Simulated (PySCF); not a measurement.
**Working out the electron affinity of O**

O⁻ [He] 2s2 2p5 (2P) → O [He] 2s2 2p4 (3P). All numbers are calculated (PySCF 2.14, the spin-free X2C one-electron Hamiltonian (Gaussian nucleus), in aug-cc-pVDZ-DK). Frozen: 1s2. Energies in hartree (1 hartree = 27.21139 eV):

```csv
part,O⁻ (lower),O (upper)
UHF,-74.829081,-74.848596
CCSD correlation,-0.186554,-0.127299
(T),-0.005477,-0.001813
```

What does Hartree-Fock give?

(-74.848596) − (-74.829081) = -0.019515 hartree = -0.531 eV.

What do CCSD and CCSD(T) give?

The CCSD correlation energies differ by 0.059255 hartree = 1.612 eV and the triples by 0.003664 hartree = 0.100 eV, so CCSD gives 1.081 eV and CCSD(T) 1.181 eV.

A first-order spin-orbit estimate adds -0.001 eV to CCSD(T) (valence), giving 1.180 eV against 1.461 eV (measured; photodetachment measurements, as compiled on the Wikipedia data page of electron affinities).

A double-zeta basis recovers only part of the correlation energy.

What remains against the reference includes basis incompleteness, the frozen core and higher excitations.
